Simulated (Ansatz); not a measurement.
Results of rVV10 (Ansatz, a quantum-chemistry and plane-wave program, PAW) for body-centred tetragonal In.

Numerical settings: plane-wave cutoff 520 eV, 24×24×24 k mesh, Fermi–Dirac smearing 0.05 eV, scalar-relativistic PAW data made under PBE.

Properties against volume:

Shape and atoms are relaxed at each volume.

| V (Å³/atom) | P (GPa) | c (Å) | a (Å) |
|---|---|---|---|
| 26.983 | 1.54 | 5.005 | 3.284 |
| 27.545 | 0.73 | 5.033 | 3.308 |
| 28.107 | 0.00 | 5.067 | 3.331 |
| 28.669 | -0.63 | 5.085 | 3.358 |
| 29.231 | -1.18 | 5.081 | 3.392 |

Note: the bulk modulus comes from volumes at which shape and atoms were relaxed.
